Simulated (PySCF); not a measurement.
Species: C6H8.
SMILES with atom numbers: `[CH2:1]=[C:2]1[CH2:3][CH2:4][C:5]1=[CH2:6]`

Cartesian coordinates in Å at the GFN2-xTB level; atoms count from 1:
```
atom  x, y, z in Å
C1     1.9624   -0.3741   -0.4459
C2     0.6990   -0.3297   -0.0556
C3    -0.1877   -1.2666    0.7297
C4    -1.3376   -0.2493    0.5671
C5    -0.3909    0.6355   -0.2090
C6    -0.5111    1.8165   -0.7929
H7     2.5983   -1.2114   -0.2104
H8     2.4037    0.4261   -1.0158
H9    -0.3578   -2.2300    0.2514
H10    0.1343   -1.4357    1.7560
H11   -2.1892   -0.6090   -0.0088
H12   -1.7001    0.1867    1.4969
H13    0.3153    2.2770   -1.3074
H14   -1.4394    2.3635   -0.7776
```

NICS is the negative of the GIAO shielding at a point without a nucleus: at the ring centre (0) and 1 Å above and below it (1); zz is the component along the ring normal. Level: GIAO PBE0/pcSseg-1 (PySCF, non-relativistic, gas phase) on the GFN2-xTB geometry, one conformer.

Ring bond lengths (Å), with Mayer bond orders in brackets: C2–C3 1.510 (1.05), C3–C4 1.544 (1.08), C4–C5 1.510 (1.05), C5–C2 1.464 (0.99).

**Question.** What do the NICS probes read (ppm)?

**Answer.** 
```tsv
ring	type	NICS(0)	NICS(1), two faces	NICS(1)zz, two faces	rms pucker (Å)	centre to ring atoms, mean (Å)
C2–C3–C4–C5	4-membered carbocycle; formal bonds all single	4.9	-1.1 / -1.1	1.3 / 1.3	0.00	1.07
```

**Question.** What do they say, and how far can they be read as aromaticity?

**Answer.** 
- C2–C3–C4–C5: mean NICS(1)zz 1.3 ppm, near zero. C3, C4 have four or more neighbours, and the NICS criterion for π rings isn't applied. NICS(0) lies 6 ppm above the mean NICS(1).

**Question.** At the first NICS(1) probe listed for ring C2–C3–C4–C5, 1 Å off the ring, what do the in-plane components average?

**Answer.** The isotropic value is a third of the trace: (3 × -1.1 − (1.3))/2 = -2.3 ppm.

**Question.** Give the inner angles of the rings and the Hirshfeld charges of the ring atoms.

**Answer.** 
- C2–C3–C4–C5: C2 91.5° (-0.001 e), C3 88.5° (-0.072 e), C4 88.5° (-0.072 e), C5 91.5° (-0.001 e); sum 360.0° against 360° for a flat convex ring.

**Question.** What are the shieldings of the ring atoms and their hydrogens in the same run (means over atoms taken as equivalent)?

**Answer.** 
```json
{"atoms": "C2 (×2)", "environment": "fully substituted alkene carbon", "σ isotropic (ppm)": "31.5", "principal values of the symmetric part, first atom (ppm)": "-78.4, 36.3, 136.6"}
{"atoms": "C3 (×2)", "environment": "allylic carbon", "σ isotropic (ppm)": "158.4", "principal values of the symmetric part, first atom (ppm)": "150.9, 151.2, 173.1"}
{"atoms": "H9 (×4)", "environment": "methylene hydrogen", "σ isotropic (ppm)": "29.06", "principal values of the symmetric part, first atom (ppm)": "25.8, 27.6, 33.8"}
```

Time: 27 s of wall time. Hardware: an x86-64 server with one thread, no GPU, on a shared host. This is the whole shielding run at PBE0/pcSseg-1, SCF included.
